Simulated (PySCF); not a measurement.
methanethiol (CH₄S), SMILES CS.

Geometry optimised at B3LYP-D3(BJ)/def2-TZVP.

Two levels are set side by side: TDDFT-PBE/def2-TZVPD (PySCF) and TDDFT-M06-2X/def2-TZVPD (PySCF). Vertical, same geometry. The lowest singlet is HOMO→LUMO 100 % with PBE and HOMO→LUMO 70 %, HOMO→LUMO+5 13 %, HOMO→LUMO+4 12 % with the other functional; states are paired by order. Differences are taken from unrounded values.

```json
[
 {"quantity": "lowest singlet excitation (eV)", "TDDFT-M06-2X": "5.19"},
 {"quantity": "lowest triplet excitation (TDA) (eV)", "TDDFT-M06-2X": "4.93"},
 {"quantity": "first bright state (f over 0.05) (eV)", "TDDFT-M06-2X": "8.40"},
 {"quantity": "its oscillator strength", "TDDFT-M06-2X": "0.07"}
]
```

Task: What does TDDFT-PBE give, and how far is it from TDDFT-M06-2X? (The exact figures need the calculation; the answer reports its results.)

Result: 
| quantity | TDDFT-PBE | TDDFT-PBE minus TDDFT-M06-2X |
|---|---|---|
| lowest singlet excitation (eV) | 4.92 | -0.28 |
| lowest triplet excitation (TDA) (eV) | 4.57 | -0.36 |
| first bright state (f over 0.05) (eV) | 8.12 | -0.28 |
| its oscillator strength | 0.08 | 0.01 |

A lower first singlet is the usual sign of a functional without exact exchange. Differences between two approximate levels are no errors against the true value.

Rough cost on one machine, each run with all the roots and properties that it gave: TDDFT-M06-2X against TDDFT-PBE about 10 times.
